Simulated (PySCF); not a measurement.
Species: FH2P.
Bonds: F1–P2. Hydrogens: H3, H4 on P2.

The closed-shell ground state was solved at several levels (PySCF, density fitting, gas phase, non-relativistic). Isolated species at its PBE0-D3(BJ)/def2-SVP geometry, gas phase.

```tsv
level	basis functions	total energy (Eh)	HOMO (eV)	LUMO (eV)	gap (eV)	dipole (D)
PBE0/pcSseg-1	51	-442.1436	-7.86	-0.50	7.36	1.71
PBE0/def2-SVPD	63	-441.9944	-7.92	-0.79	7.13	1.49
```

Task: What might KT3/pcSseg-2 (107 basis functions) give for the same quantities?

Result: Total energy -446.1924 Eh, HOMO -6.75 eV, LUMO -1.88 eV, gap 4.87 eV, dipole 1.46 D.

Task: Over all these levels, which gives the widest orbital gap and which the narrowest?

Result: PBE0/pcSseg-1 (global hybrid, 25 % exact exchange) has the widest, 7.36 eV, and KT3/pcSseg-2 (GGA) the narrowest, 4.87 eV. Functional and basis both differ between the two, so the spread mixes both effects.

Task: How far do the dipole and the HOMO energy spread over the levels?

Result: The dipole runs from 1.46 to 1.71 D (mean 1.55 D) and the HOMO from -7.92 to -6.75 eV.
